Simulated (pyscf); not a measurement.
H₂B–O–SiH₃ -> B–O–SiH₃ [singlet] + hydrogen (H₂) (1,1-elimination; singlet surface; B–H, B–H broken, H–H formed). Optimised with ωB97X-D3(BJ)/def2-SVP in PySCF. Energies in kJ/mol from the reactant's lowest minimum found.

| level | barrier | reaction energy |
|---|---|---|
| PBE/def2-TZVP | 360.9 | +232.5 |
| B3LYP-D3(BJ)/def2-TZVP | (withheld) | +227.7 |
| PBE0-D3(BJ)/def2-TZVP | 384.1 | +242.3 |
| M06-2X/def2-TZVP | 403.8 | +227.7 |
| ωB97M-D3(BJ)/def2-TZVP | 391.6 | +220.0 |
| HF/def2-TZVP | (withheld) | (withheld) |

**Question.** Fill in the missing entries.

**Answer.** 
- B3LYP-D3(BJ)/def2-TZVP, barrier: 382.6
- HF/def2-TZVP, barrier: 452.4
- HF/def2-TZVP, reaction energy: +214.5

The functionals in the table span 42.9 kJ/mol in this barrier, from PBE to M06-2X. The same reactants have a lower exit, to HB=O + SiH₄ (barrier +195.0 kJ/mol at ωB97M-D3(BJ)/def2-TZVP, against +391.6 kJ/mol here). B–O–SiH₃ [singlet] lies 81.3 kJ/mol over its isomer O=B–SiH₃ (electronic energy, ωB97M-D3(BJ)/def2-TZVP). This is the saddle that the search found; another between the same sides may lie lower.
